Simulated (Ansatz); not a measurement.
The input, for Ansatz 0.2.0:

```yaml
crystal:
  periodic: [false, false, false]
  atoms:
    - {symbol: Si, position_ang: [0.000000, -0.089200, 0.000000]}
    - {symbol: H, position_ang: [0.000000, 1.242754, -2.247381]}
    - {symbol: H, position_ang: [0.000000, 1.242751, 2.247382]}
basis:
  gaussian: {orbitals: cc-pVDZ}
magnetization: {spin_polarized: false, initial_magnetization: 2}
correlation: {method: fci, electrons: outside_noble_gas}
```

```sh
$ ansatz run in.yaml --threads 1 --pin off --events-out ev --progress --plain --max-ram 2393MiB
```

The program prints:

```
488 factors; integrals over basis functions are off by at most 1.2e-7 eV
mean field evaluation 1: about -7885.1471 eV, gradient 6.1e0 eV
mean field evaluation 2: about -7885.1495 eV, gradient 6.1e0 eV
mean field evaluation 4: about -7885.5885 eV, gradient 5.6e-1 eV
mean field evaluation 8: about -7885.5947 eV, gradient 1.1e-3 eV
mean field evaluation 16: about -7885.5947 eV, gradient 3.2e-5 eV
mean field evaluation 32: about -7885.1471 eV, gradient 6.1e0 eV
mean field evaluation 64: about -7885.4120 eV, gradient 4.2e-1 eV
mean field evaluation 96: about -7886.3863 eV, gradient 5.3e-1 eV
mean field evaluation 128: about -7886.0133 eV, gradient 2.4e-2 eV
mean field -7886.42094706 eV, -289.8206241962 hartree, gradient 3.5e-6 eV, S^2 2.000000; 17 other end points of the search recorded, 0 dependent functions left out
mean field evaluation 160: about -7886.1438 eV, gradient 3.6e0 eV
determinant -7885.59467521 eV, -289.7902592659 hartree, with singles and doubles -7889.58401083 eV, -289.9368646460 hartree
determinant -7885.40779605 eV, -289.7833915836 hartree, with singles and doubles -7887.76369363 eV, -289.8699692225 hartree
determinant -7885.14591219 eV, -289.7737675293 hartree, with singles and doubles -7888.00212302 eV, -289.8787313413 hartree
determinant -7884.96431699 eV, -289.7670940288 hartree, with singles and doubles -7889.11746782 eV, -289.9197195065 hartree
determinant -7885.59467521 eV, -289.7902592659 hartree, with singles and doubles -7889.56744560 eV, -289.9362558851 hartree
determinant -7884.96431699 eV, -289.7670940288 hartree, with singles and doubles -7889.18799365 eV, -289.9223112829 hartree
unrestricted determinant -7887.26649121 eV, -289.8516973707 hartree, S^2 2.6839
5 core orbitals not correlated: weight in the atoms' cores, before any rotation towards them, 1.000 or more for the frozen orbitals, at most 0.000 for the correlated occupied ones
reference -7885.59467521 eV, -289.7902592659 hartree; 4, 2 occupied and 19, 21 virtual orbitals, 488 factors
state -7889.94089783 eV, -289.9499800014 hartree
Total energy: -7889.94089783 eV, -289.9499800014 hartree
```

Natural occupations: 1.9147 1.6263 1.0157 0.9851 0.2287 0.1619 0.0120 0.0098 0.0097 0.0075 0.0071 0.0060 0.0049 0.0040 0.0034 0.0010 0.0008 0.0003 0.0003 0.0003 0.0003 0.0002 0.0001.

Ran on 1 thread of Arm Neoverse V2, shared host: 4.1 s wall, 0.15 GiB peak host memory.
